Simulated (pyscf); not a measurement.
Routes from H₃C–GaH₂ (SMILES [CH3][GaH2]) + H₂ (SMILES [H][H])

Candidate steps break at most two bonds and form at most two. Each was searched with GFN2-xTB (tblite) first. Optimised with ωB97X-D3(BJ)/def2-SVP in PySCF. Energies: ωB97M-D3(BJ)/def2-TZVP, eV, from the separated reactants, singlet surface; ΔG‡ with ideal gas, 1 atm, RRHO with modes under 100 cm⁻¹ raised to 100, one conformer, R ln 2 for chiral ones without a mode under 150 cm⁻¹.

```json
[
 {"products": "H₃C–GaH₂ + H₂", "type": "four-centre exchange (Ga–H, H–H broken, Ga–H, H–H formed)", "ΔE‡": "1.14", "ΔE": "0.00", "ΔG‡ 298 K": "1.57", "ΔG‡ 900 K": "2.40", "ν‡ (cm⁻¹)": "1481i"},
 {"products": "CH₄ + GaH₃", "type": "four-centre exchange", "ΔE‡": "1.33", "ΔE": "-0.40", "ΔG‡ 298 K": "1.77", "ΔG‡ 900 K": "2.59", "ν‡ (cm⁻¹)": "1535i"},
 {"products": "H₃C–GaH₂ + H₂", "type": "four-centre exchange (C–H, H–H broken, C–H, H–H formed)", "ΔE‡": "4.91", "ΔE": "0.00", "ΔG‡ 298 K": "5.24", "ΔG‡ 900 K": "6.06", "ν‡ (cm⁻¹)": "2180i"}
]
```

Plain bond fissions and candidates not yet searched are not listed, and one of them may be faster. Each barrier is that of the saddle found; lower ones may exist. Elements up to Kr have no core potential and no relativistic terms here.
